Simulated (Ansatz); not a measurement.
# H4NSSi: rigid scan of one bond length

How does the energy of H4NSSi change as one bond is stretched? A script is to give a rigid scan of one bond length; the system is H4NSSi. SMILES: N[SiH2][S].

All numbers are computed with Ansatz 0.2.0, driven from Python. Level of theory: B3LYP/6-31G*.

### 1 The structure

Bond lengths: N1–Si2 1.649 Å, Si2–S3 2.111 Å, N1–H4 1.041 Å, N1–H5 1.006 Å, Si2–H6 1.495 Å, Si2–H7 1.488 Å. Angles: N1–Si2–S3 100.5°, N1–Si2–H6 109.5°, N1–Si2–H7 107.9°, S3–Si2–H6 111.5°, S3–Si2–H7 112.1°, H6–Si2–H7 114.3°, Si2–N1–H4 103.1°, Si2–N1–H5 109.9°, H4–N1–H5 104.9°.

The script holds or builds the structure itself.

### 2 The code

Contents of scan.py:

```python
# -*- coding: utf-8 -*-
import ansatz as az
from ase import Atoms
import numpy as np


def main():
    atoms = Atoms(["N", "Si", "S", "H", "H", "H", "H"], positions=[
        (-0.6618, -0.0032, -0.8593),
        (0.6458, -0.0011, 0.1456),
        (-0.3082, -0.1752, 2.0202),
        (-1.2166, 0.8121, -0.5265),
        (-1.2402, -0.8042, -0.6681),
        (1.37, 1.3003, 0.0176),
        (1.4722, -1.1967, -0.1752),
    ])
    mol = az.Crystal.molecule_from_ase(atoms)

    symbols = [site.symbol for site in mol.cartesian_sites]
    start = np.array([site.position_ang for site in mol.cartesian_sites])
    axis = (start[5] - start[1]) / np.linalg.norm(start[5] - start[1])
    moving = [5]
    lengths, energies = [1.315, 1.375, 1.435, 1.495, 1.555, 1.614, 1.674, 1.764], []
    for length in lengths:
        xyz = start.copy()
        xyz[moving] += (length - np.linalg.norm(start[5] - start[1])) * axis
        point = az.Crystal.molecule()
        for symbol, place in zip(symbols, xyz):
            point = point.atom(symbol, place.tolist())
        setup = (
            point.calculation()
            .basis(gaussian="6-31G*")
            .functional("b3lyp")
            .spin("collinear", total=1)
        )
        r = setup.run(threads=1).report
        energies.append(r["free_energy_ev"])
        print(f"r = {length:6.3f} A  E = {energies[-1]:.5f} eV  <S^2> = {abs(r['mean_field']['state']['spin_squared']):.3f}")

    fit = np.polynomial.Polynomial.fit(lengths, np.array(energies) - min(energies), 4).convert()
    roots = [r.real for r in fit.deriv().roots() if abs(r.imag) < 1e-9 and fit.deriv(2)(r.real) > 0]
    r_e = min(roots, key=lambda r: abs(r - lengths[int(np.argmin(energies))]))
    print(f"minimum of the fit at {r_e:.4f} A, force constant {fit.deriv(2)(r_e):.2f} eV/A^2")


if __name__ == "__main__":
    main()
```

### 3 The calls as engine input

The engine receives this input (first run):

```yaml
crystal:
  periodic: [false, false, false]
  atoms:
    - { symbol: "N", position_ang: [-0.6618, -0.0032, -0.8593] }
    - { symbol: Si, position_ang: [0.6458, -0.0011, 0.1456] }
    - { symbol: S, position_ang: [-0.3082, -0.1752, 2.0202] }
    - { symbol: H, position_ang: [-1.2166, 0.8121, -0.5265] }
    - { symbol: H, position_ang: [-1.2402, -0.8042, -0.6681] }
    - { symbol: H, position_ang: [1.2828813770503307, 1.143746318825325, 0.03299793390991118] }
    - { symbol: H, position_ang: [1.4722, -1.1967, -0.1752] }
basis:
  gaussian:
    orbitals: "6-31G*"
hamiltonian:
  xc: b3lyp
magnetization:
  spin_polarized: true
  initial_magnetization: 1.0
```

### 4 The run

Started as:

```
python scan.py
```

Q: Predict the main results. Wanted: range of energy; lowest point, distance.

**Answer**, as computed:

```
                        quantity     value
bond length at the fit's minimum  1.4834 Å
                   runs compared         8
                 range of energy  0.487 eV
      lowest point, distance (Å)      1.50
```

The lowest point, at 1.50, lies inside the range. The ends stand 0.339 and 0.487 eV above it. The distance scanned is the script's pair 1, 5. Reading the output:
- The rest of the molecule is held rigid at a force-field or estimated start geometry, and the basis set is modest; single-reference methods fail as a bond breaks.
- The species is open-shell (spin multiplicity 2).
- b3lyp holds the VWN-RPA fit, as in Gaussian; the form of ORCA and Turbomole is b3lyp5.
